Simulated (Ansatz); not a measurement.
C$_{6}$H$_{12}$, SMILES `C/C=C(/C)CC`, relaxed with RKS PBE0-D4/def2-TZVP in Ansatz from a PBE-D4/def2-SVP geometry. The force threshold is 0.005 eV/Å; the program also tests the step.

Charge 0, multiplicity 1.

Start:

```xyz
18

C    -0.122   -1.928   -1.319
C     0.688   -1.259   -0.249
C     0.343   -0.189    0.507
C     1.291    0.375    1.535
C    -0.978    0.544    0.370
C    -0.881    1.806   -0.503
H    -0.253   -3.012   -1.108
H    -1.128   -1.485   -1.445
H     0.392   -1.870   -2.304
H     1.687   -1.698   -0.069
H     1.503    1.450    1.347
H     2.259   -0.164    1.548
H     0.852    0.322    2.555
H    -1.337    0.829    1.383
H    -1.754   -0.129   -0.049
H    -1.851    2.341   -0.550
H    -0.583    1.548   -1.540
H    -0.127    2.519   -0.111
```

Task: By how much does the energy fall, and how many steps does the optimiser take? (An estimate is asked.)

Result: The calculation gave: 0.08 eV, in 9 steps, 1 of them rejected.

Task: Which bonds change most? (Best estimate.)

Result: The calculation gave: C2–C3 from 1.355 to 1.333 Å; C5–H15 from 1.109 to 1.092 Å; C2–H10 from 1.106 to 1.089 Å; C1–H9 from 1.112 to 1.095 Å.

Task: Give the relaxed structure. (Best estimate.)

Result: The calculation gave: 
```xyz
18

C    -0.119   -1.909   -1.309
C     0.683   -1.241   -0.245
C     0.338   -0.187    0.497
C     1.278    0.372    1.519
C    -0.973    0.536    0.368
C    -0.873    1.788   -0.499
H    -0.268   -2.969   -1.081
H    -1.101   -1.455   -1.451
H     0.404   -1.869   -2.271
H     1.668   -1.672   -0.070
H     1.481    1.433    1.336
H     2.232   -0.157    1.524
H     0.845    0.307    2.523
H    -1.317    0.820    1.370
H    -1.740   -0.125   -0.040
H    -1.828    2.318   -0.537
H    -0.587    1.527   -1.521
H    -0.123    2.482   -0.113
```
